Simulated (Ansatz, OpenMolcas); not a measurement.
# BN2H5: a line through the functionals

BN2H5 has 8 atoms, charge 0, and is taken as a singlet. SMILES: `NBN`. The coordinates come from a PBE0-D4/def2-TZVP relaxation.

The vertical energy of the triplet above the singlet y, in eV, basis 6-311+G(d,p); a is the functional's share of exact exchange. Programs: Ansatz 0.2.0, OpenMolcas 26.06.

| functional | program | a | y (eV) |
| --- | --- | --- | --- |
| TPSS | OpenMolcas | 0 | 5.50 |
| r2SCAN | Ansatz | 0 | 5.62 |
| B3LYP | Ansatz | 0.2 | ? |
| r2SCAN0 | Ansatz | 0.25 | 5.78 |
| PBE0 | Ansatz | 0.25 | 5.70 |
| BHLYP | Ansatz | 0.5 | 5.85 |

Task: Fit y = c + s·a to the known rows and predict B3LYP.

Result: 
1. Means of the 5 rows: a = 0.2000, y = 5.690.
2. Σ(Δa)² = 0.175, Σ(Δa·Δy) = 0.105, so the slope is 0.105/0.175 = 0.6.
3. Intercept: 5.690 − (0.6) × 0.2000 = 5.570. The largest residual of the fit is 0.070.
4. B3LYP: 5.570 + (0.6) × 0.2 = 5.69 eV.

The run gave 5.63 eV, so the prediction is off by +0.06 eV, within the scatter of the fit. The rows mix families of semi-local functionals, which the line can't see.
